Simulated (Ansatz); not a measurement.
**NaNH+ (triplet): wave-function methods side by side, def2-TZVPP**

One table from this session's results is given with a row withheld; the runs are named, their logs left out.

Program: Ansatz 0.2.0, Gaussian basis. Level of theory: def2-TZVPP, core rule «outside noble gas», up to 6 orbitals frozen. These are calculated values, not measurements.

To be run: UHF; ROHF; CCSD(T) on UHF.

2 further runs of the same task are left out: 2 set aside as unsound or not needed.

### The geometry

The geometry is a PBE0/def2-TZVP stationary point (not a proven minimum) of the parent state, kept for this charge and spin.

3 atoms, charge 1, spin multiplicity 3.

Atoms are counted from 1 here; the program's logs count them from 0.

Bond lengths: N1–Na2 2.145 Å, N1–H3 1.027 Å. Angles: Na2–N1–H3 123.3°.

The first run:

File in.yaml:

```yaml
crystal:
  periodic: [false, false, false]
  atoms:
    - {symbol: N, position_ang: [0.000000, -0.109776, 1.277807]}
    - {symbol: Na, position_ang: [0.000000, 0.035821, -0.861777]}
    - {symbol: H, position_ang: [0.000000, 0.708461, 1.899118]}
basis:
  gaussian: {orbitals: def2-TZVPP}
total_charge: 1
magnetization: {spin_polarized: true, initial_magnetization: 2}
hamiltonian: {xc: hf}
output: {orbitals: {seedname: orbitals}}
```

Launch:

```
> ansatz run in.yaml --threads 1 --pin off --events-out ev --progress --plain --max-ram 2560MiB --backend cpu
```

Steps of the session up to this table: UHF; ROHF; CCSD(T) on UHF.

One of the session's tables, all rows but one given; the rest of the session is left out.

| method | from UCCSD(T) (kcal/mol) |
| --- | --- |
| ROHF | ? |
| UHF | +98.50 |
| UMP2 | +14.08 |
| UCCSD | +2.27 |
| UCCSD(T) | 0 |

Q: Estimate the row for ROHF from the others.

**Answer.** from UCCSD(T) (kcal/mol): +103.39. In the column «from UCCSD(T) (kcal/mol)» it is the highest.
